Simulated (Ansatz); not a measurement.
## Match the barriers

Saddle point of CH6ClSi, doublet (CH₅ClSi ([CH3][SiH2][Cl]) + H → CH₅Si ([CH3][SiH2]) + HCl; bonds formed: Cl1–H4; bonds broken: Cl1–Si2), PBE0-D4/def2-TZVP structure:

Cl1  (1.085, 0.368, 1.873)
Si2  (-0.227, -0.772, 0.234)
C3  (-0.406, 0.410, -1.195)
H4  (1.904, 1.158, 2.825)
H5  (0.503, -2.012, -0.136)
H6  (-1.530, -1.110, 0.865)
H7  (-0.901, 1.327, -0.872)
H8  (0.574, 0.672, -1.599)
H9  (-1.000, -0.039, -1.996)
(Å)

Computed with Ansatz 0.2.0 (basis: def2-TZVPP, with def2-QZVPP for the basis limit); correlated methods freeze the cores; orbitals are unrestricted. Extrapolation: Hartree–Fock as exp(−7.88 √X), correlation as X^−2.97. Four methods, as single points on the PBE0-D4 structures, gave these electronic barriers from the start structure: 11.99, 17.01, 27.68, 38.10 kcal/mol.

Task: The methods were, in alphabetical order, HF, MP2, PBE-D4, PBE0-D4. Which gave which? (A judgement: the text doesn't fix the answer.)

Result: The calculation gives: PBE-D4 11.99; PBE0-D4 17.01; MP2 27.68; HF 38.10 kcal/mol. For comparison, CCSD(T) at an estimated basis limit (MP2 extrapolated from triple and quadruple zeta, plus CCSD(T) − MP2 in triple zeta) gives 21.40 kcal/mol.

The T1 diagnostic stays at or below 0.017. ⟨S²⟩ of the unrestricted Hartree–Fock references: 0.75 to 0.80 (a pure state has 0.75). The unrestricted reference is spin-contaminated, which hurts MP2 most.

Radical steps of this kind take place in plasma deposition and etching.

Labels in which every atom is bracketed show which atoms are joined, not bond orders.

For scale, one of the runs: CCSD(T)/def2-TZVPP, 199 basis functions, launched by `ansatz run in.yaml --threads 4 --pin off --events-out ev --progress --plain --max-ram 9574MiB`. Time: 2.8 min of wall clock on 4 CPU threads of an Arm Neoverse N1; the host was shared. Peak host memory: 5.8 GiB.
